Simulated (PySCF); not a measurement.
**Working out the ionisation energy of Si**

Si [Ne] 3s2 3p2 (3P) → Si+ [Ne] 3s2 3p1 (2P). Computed with PySCF 2.14 in x2c-TZVPPall with one added diffuse shell each of s, p, d type (6s6p4d1f, 51 functions), with the spin-free X2C one-electron Hamiltonian (Gaussian nucleus). Frozen: [Ne]. Energies in hartree (1 hartree = 27.21139 eV):

| part | Si (lower) | Si+ (upper) |
| --- | --- | --- |
| UHF | -289.454361 | -289.174077 |
| CCSD correlation | -0.074284 | -0.058316 |
| (T) | -0.002507 | -0.001083 |

What does Hartree-Fock give?

(-289.174077) − (-289.454361) = 0.280284 hartree = 7.627 eV.

What do CCSD and CCSD(T) give?

The CCSD correlation energies differ by 0.015968 hartree = 0.435 eV and the triples by 0.001424 hartree = 0.039 eV, so CCSD gives 8.062 eV and CCSD(T) 8.101 eV.

Measured between the centres of the two terms (NIST): 8.157 eV, so CCSD(T) (valence) is off by -0.056 eV.

What remains against the reference includes basis incompleteness, the frozen core and higher excitations.
